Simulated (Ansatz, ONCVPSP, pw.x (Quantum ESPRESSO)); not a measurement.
## pw.x on bcc Ta: one setting changed

Potential: optimised norm-conserving Vanderbilt (ONCV), ONCVPSP 4.0.1.1 (patched build), PBE; core [Kr] 4d10 4f14, reference 5s2 5p6 5d3 6s1; waves: 5s+6s: rc 1.60 bohr, ncon 4, nbas 9, qcut 6.4 1/bohr, 2 projectors; 5p: rc 1.90 bohr, ncon 4, nbas 8, qcut 6.3 1/bohr, 3 projectors, debl 2.6 Ha; 5d: rc 2.65 bohr, ncon 3, nbas 7, qcut 5 1/bohr, 1 projector; local part: polynomial inside 1.00 bohr (lpopt 2, dvloc0 1 Ha); core correction: polynomial model core, fcfact 0.75.

The reference run (k-mesh 14³, cutoffs 60/240 Ry, Fermi–Dirac 0.01 Ry, mixing_beta 0.4, conv_thr 1e-9, no spin) gives 0.05 GPa at 18.192 Å³/atom, where all-electron LAPW gives 1.22 GPa. This run, with its own iteration cap, changes smearing to gauss.

```
&control
  calculation='scf', prefix='x', pseudo_dir='./', outdir='./tmp', tstress=.true., disk_io='none'
/
&system
  ibrav=0, nat=1, ntyp=1, ecutwfc=60, ecutrho=240, nbnd=14,
  occupations='smearing', smearing='gauss', degauss=0.01
/
&electrons
  conv_thr=1e-09, mixing_beta=0.4, electron_maxstep=70
/
ATOMIC_SPECIES
Ta 1.0 Ta.UPF
CELL_PARAMETERS angstrom
  -1.65681297 1.65681297 1.65681297
  1.65681297 -1.65681297 1.65681297
  1.65681297 1.65681297 -1.65681297
ATOMIC_POSITIONS crystal
Ta 0.0000 0.0000 0.0000
K_POINTS automatic
14 14 14 0 0 0
```

```bash
pw.x < Ta.scf.in > Ta.scf.out
```

Question: How does the run end?

Answer: It converges in 8 iterations; the free energy moves by +31.0 meV/atom and the pressure by -0.29 GPa. Gaussian smearing of the same width is narrower in effect than Fermi–Dirac, so its quadratic term in F is smaller.

```
Message from routine setup:
     using ibrav=0 with symmetry is DISCOURAGED, use correct ibrav instead
     lattice parameter (alat)  =       5.4229  a.u.
     unit-cell volume          =     122.7657 (a.u.)^3
     number of electrons       =        13.00
     number of Kohn-Sham states=           14
     kinetic-energy cutoff     =      60.0000  Ry
     charge density cutoff     =     240.0000  Ry
     scf convergence threshold =      1.0E-09
     Exchange-correlation= PBE
     number of k points=   104  Gaussian smearing, width (Ry)=  0.0100
     iteration #  1     ecut=    60.00 Ry     beta= 0.40
     total energy              =    -157.04102985 Ry
     estimated scf accuracy    <       0.62564970 Ry
     iteration #  2     ecut=    60.00 Ry     beta= 0.40
     total energy              =    -157.02593201 Ry
     estimated scf accuracy    <       0.09059664 Ry
     iteration #  3     ecut=    60.00 Ry     beta= 0.40
     total energy              =    -157.04394672 Ry
     estimated scf accuracy    <       0.00087676 Ry
     [... 2 iterations left out ...]
     iteration #  6     ecut=    60.00 Ry     beta= 0.40
     total energy              =    -157.04405365 Ry
     estimated scf accuracy    <       0.00000004 Ry
     iteration #  7     ecut=    60.00 Ry     beta= 0.40
     total energy              =    -157.04405365 Ry
     estimated scf accuracy    <          7.9E-09 Ry
     iteration #  8     ecut=    60.00 Ry     beta= 0.40
     the Fermi energy is    18.2717 ev
!    total energy              =    -157.04405365 Ry
     estimated scf accuracy    <          1.8E-10 Ry
     smearing contrib. (-TS)   =      -0.00067739 Ry
     The total energy is F=E-TS. E is the sum of the following terms:
     one-electron contribution =     -15.67528995 Ry
     hartree contribution      =      14.72756205 Ry
     xc contribution           =     -57.87692794 Ry
     ewald contribution        =     -98.21872042 Ry
     convergence has been achieved in   8 iterations
          total   stress  (Ry/bohr**3)                   (kbar)     P=       -2.36
     Message from routine punch:
     Nothing written, as per user request (disk_io='none')
```

The run took about 31 s on one core of a shared host (Neoverse-N1, 64 threads, 124 GiB, load 47).
